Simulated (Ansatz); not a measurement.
Property card for H4BrN

The calculation used DFT PBEsol, scalar-relativistic, plane waves, PAW (Ansatz).

Plane waves to 420 eV, a k mesh through Γ of 6×6×6 on the computed 6-atom cell and Gaussian smearing (0.02 eV); no spin polarisation.

The structure is relaxed at this level of theory with its symmetry kept. Whether it is the stable form of this composition wasn't checked.

It takes space group P-43m (No. 215, cubic). Conventional cell: a = 3.970 Å, b = 3.970 Å, c = 3.970 Å, α = 90.00°, β = 90.00°, γ = 90.00°. H (site symmetry 3m) has 1 N at 1.05 Å as nearest neighbours. Br (site symmetry -43m) is surrounded by 4 H at 2.39 Å. Around N (site symmetry -43m) lie 4 H at 1.05 Å.

| Quantity | Value |
| --- | --- |
| Volume per atom | 10.43 Å³ |
| Formation energy from the elements' standard states (Br, Hg as crystals; uncorrected) | -0.610 eV/atom |
| Kohn–Sham band gap | 4.17 eV, indirect from M to Γ |
| Löwdin character of the top 1 eV of the valence band | Br 4p 94 % |
| Löwdin character of the lowest 1 eV of the conduction band | H 1s 52 %, N 2s 25 %, unprojected 11 % |
| Electron masses at the edge by Cartesian direction of the standard setting (m_e; degenerate bands sorted by energy; no spin-orbit coupling) | x: 0.31; y: 0.31; z: 0.31 |
| Hole masses at the edge by Cartesian direction of the standard setting (m_e; degenerate bands sorted by energy; no spin-orbit coupling) | x: 0.48; y: 5.3; z: 5.3 |
| Bulk modulus | 23.0 GPa |
| Its pressure derivative | 5.4 |
| Bader charges (e) | H (4 in the cell) 0.47, Br (1 in the cell) -0.72, N (1 in the cell) -1.17 |

Cost: 8 runs of about 1.9 core-minutes in all, on Arm Neoverse V2 (shared hosts).